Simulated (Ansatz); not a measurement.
Molecule: CH$_{3}$Cl (charge +1, doublet). SMILES of the parent species: CCl
Coordinates optimised at B3LYP-D3(BJ)/def2-TZVP (Ansatz, a first-principles code):
```
C
H 1 1.0908
H 1 1.0908 2 118.23
H 1 1.1215 2 107.66 3 -122.15
Cl 1 1.7415 2 109.76 4 -110.94
```
Charge +1, spin multiplicity 2.

Q: Give the harmonic wavenumbers at B3LYP-D3(BJ)/def2-TZVP (Ansatz, finite differences of forces, unscaled).

A: 278, 650, 812, 1150, 1220, 1414, 2766, 3049, 3067 cm⁻¹. Zero-point energy 20.6 kcal/mol.

Q: From these and the geometry, give the ideal-gas thermochemistry at 298.15 K and 1 atm (rigid rotor, harmonic oscillator).

A: Point group Cs, rotational symmetry number 1. Rotational constants 151.8, 13.91, 13.84 GHz. S(trans) 37.68, S(rot) 19.94, S(vib) 2.22, S(elec, spin only) 1.38, S 61.2 cal/(mol K). H(298) - H(0) 2.81 kcal/mol; G - E(el) 5.2 kcal/mol.
